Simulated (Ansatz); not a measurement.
System: bcc Nb. Method: r²SCAN (PAW; Ansatz, a first-principles code).

A relaxed, unreconstructed slab of the (111) face has 18 atoms, two equal faces of 18.914 Å² each and an energy of -82139.4357 eV. A bulk cell of 3 atoms with the same orientation and in-plane k mesh has -13690.8909 eV. Energies are extrapolated to zero smearing.

Numerical settings: plane-wave cutoff 500 eV, 18×18×1 k mesh (along the axes of the cell as run), Fermi–Dirac smearing 0.1 eV, scalar-relativistic PAW data made under PBE.

Worked out: γ = (E_slab − N E_bulk per atom)/2A = [-82139.4357 − 18 × (-13690.8909/3)]/(2 × 18.914) = 0.1562 eV/Å². With 16.022 J/m² per eV/Å² this is 2.50 J/m², or 2.95 eV per surface cell and face.
